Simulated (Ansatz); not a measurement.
Geometry optimisation, UHF/6-31G* (Ansatz 0.2.0).

input.yaml

```yaml
crystal:
  periodic: [false, false, false]
  atoms:
    - { symbol: Si, position_ang: [-0.008872, -0.016287, -0.110255] }
    - { symbol: H, position_ang: [-0.120128, -0.197546, 1.345272] }
    - { symbol: C, position_ang: [1.815993, 0.021646, -0.604478] }
    - { symbol: H, position_ang: [2.316127, -0.905647, -0.333101] }
    - { symbol: H, position_ang: [1.930021, 0.155349, -1.678419] }
    - { symbol: H, position_ang: [2.342494, 0.836648, -0.112108] }
    - { symbol: C, position_ang: [-0.891984, 1.577696, -0.616818] }
    - { symbol: H, position_ang: [-1.955258, 1.527962, -0.389012] }
    - { symbol: H, position_ang: [-0.48237, 2.439763, -0.0932] }
    - { symbol: H, position_ang: [-0.791888, 1.761309, -1.685313] }
    - { symbol: H, position_ang: [-0.667623, -1.169235, -0.768395] }
    - { symbol: H, position_ang: [-0.119412, -0.211758, 3.217528] }
magnetization:
  spin_polarized: true
  initial_magnetization: 1
basis:
  gaussian: { orbitals: "6-31G*" }
hamiltonian:
  xc: hf
relax:
  f_tol: 0.03
  max_steps: 50
output:
  orbitals: {}
```

Run as:

```bash
$ ansatz run input.yaml --threads 1 --pin off --max-ram 2048MiB --backend cpu --events-out ev --progress --plain --runs-dir out
```

Question: Where does it end, and by what steps?

Answer: It converged. The force dipped under the threshold on the way, but the program's further checks kept it going. After 9 steps the energy has fallen by 0.132 eV; H12 moved furthest, 1.39 Å.

```csv
step,energy less start (eV),largest force component (eV/Å),accepted
0,0.0000,0.370,yes
1,-0.0428,0.247,yes
2,-0.0839,0.229,yes
3,-0.1078,0.073,yes
4,-0.1204,0.039,yes
5,-0.1269,0.019,yes
6,-0.1300,0.011,yes
7,-0.1312,0.023,yes
8,-0.1311,0.068,no
9,-0.1315,0.022,yes
```

```xyz
12
Properties=species:S:1:pos:R:3
Si -0.014 -0.026 -0.290
H -0.184 -0.307 1.154
C 1.828 0.040 -0.708
H 2.322 -0.894 -0.456
H 1.986 0.220 -1.768
H 2.326 0.835 -0.160
C -0.883 1.594 -0.726
H -1.941 1.551 -0.483
H -0.453 2.429 -0.179
H -0.798 1.815 -1.786
H -0.648 -1.140 -1.035
H -0.173 -0.298 4.608
```

Whether the end is a true minimum wasn't checked by a vibrational analysis.

Run time: 15 s on 1 thread of Arm Neoverse V1, with other jobs on the host, peak memory 0.13 GiB.
